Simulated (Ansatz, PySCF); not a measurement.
Molecule: HO, charge 0, multiplicity 2. SMILES: [OH]
Geometry: optimised at B3LYP-D3(BJ)/def2-TZVP (Ansatz, a quantum-chemistry and plane-wave program).


Wanted: enthalpy of formation at 298 K (from the atomisation energy, B3LYP-D3(BJ)/def2-TZVP harmonic zero-point and thermal terms from PySCF, and the atoms' enthalpies of formation in the G2/97 table; no spin-orbit terms, and no core term in the frozen-core levels), in kcal/mol. Valence correlation only, unless marked. Open shells are spin-unrestricted. No spin-orbit coupling. No relativistic terms. The coupled-cluster limit lacks core correlation, which all-electron functionals hold. CBS marks a two-point X^-3 extrapolation of the correlation energy; Hartree-Fock from the larger set (for Q and 5 zeta extrapolated as (X+1)exp(-9√X)). [CCSD(T)-MP2]/basis is that difference in the basis named.

Measured: 9.4 kcal/mol (G2/97 table in ASE (Curtiss et al.)); it holds spin-orbit and relativistic effects, which these rows lack, and core correlation, which the frozen-core levels lack. This is an older compilation, not checked against later work.

```csv
level,program,enthalpy of formation at 298 K (kcal/mol),error against measurement
PBE-D4/def2-TZVPD,Ansatz + dftd4,6.6,-2.8
B97M-V/def2-TZVPD,Ansatz,9.2,-0.2
LC-wPBE-D3(BJ)/def2-TZVPD,Ansatz + dftd3,10.0,0.6
RPA@PBE/cc-pVTZ,Ansatz,16.0,6.6
"MP2/CBS(def2-TZVPP,def2-QZVPP)",Ansatz,8.2,-1.2
SCS-MP2/def2-TZVPP,Ansatz,11.3,1.9
CCSD/def2-QZVPP,Ansatz,11.8,2.4
"CCSD/CBS(cc-pVQZ,cc-pV5Z)",Ansatz,10.6,1.2
"RI-MP2/CBS(def2-TZVPPD,def2-QZVPPD)+[CCSD(T)-MP2]/def2-QZVPPD",Ansatz,8.6,-0.8
"CCSD(T)/CBS(cc-pVQZ,cc-pV5Z)",Ansatz,8.8,-0.6
```
